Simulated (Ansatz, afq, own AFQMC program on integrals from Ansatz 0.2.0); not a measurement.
# Where AFQMC and coupled cluster stand for CH2N, quartet

```xyz
4

N    -0.0280    0.0000    0.6894
C     0.0630    0.0000   -0.6255
H    -0.1805   -0.8269   -1.0637
H    -0.1805    0.8269   -1.0637
```

Connectivity, by distances: N–CH2.

Basis cc-pVDZ. Only valence electrons are correlated. Integrals, coupled cluster, full CI and functionals: Ansatz 0.2.0; the random walks run on the same integrals in our own AFQMC program. The CISD trial takes its coefficients from CCSD amplitudes. Released means that phaseless walkers are propagated on without the constraint, phases kept. Error bars are statistical, one sigma.

Determinant: UHF, the one that the program's search chose, which needn't be the lowest solution. The geometry is a point of a scan.

No full CI on the walks' own integrals is used here; CCSDT(Q) serves as the reference and is uncertain by about the last step of the cluster series.

Cautions: lower spins were not checked.

The T1 diagnostic is 0.0139. The weight of the determinant in the CISD state is 0.919 and the ⟨S²⟩ of the determinant is 3.765. The size of the correlated space is 11 electrons in 36 orbitals.

Reference: CCSDT(Q), correlation energy -6.487 eV. The released energy is read at 1.62 1/Eh, later times being too noisy (meV from the phaseless value at times in 1/Eh: -7 ± 9 at 0.24, -1 ± 9 at 0.51, -2 ± 12 at 0.99, 4 ± 9 at 1.62, 11 ± 14 at 2.40).

```
         level  E − E(reference) (kcal/mol)  share of correlation (%)
            HF                       149.60                      0.00
           MP2                        23.66                     84.18
          CCSD                         3.19                     97.87
       CCSD(T)                         0.52                     99.65
         CCSDT                         0.14                     99.91
 ph-AFQMC/CISD                 -0.02 ± 0.14                    100.01
released AFQMC                  0.09 ± 0.22                     99.94
```

A walk keeps the symmetry of its determinant, which the program's search chose and which needn't be the lowest solution, so a lower state of the same spin and another symmetry isn't excluded. Released energies are given only where the last usable release times agree within the noise; a slower fall can still hide under it.
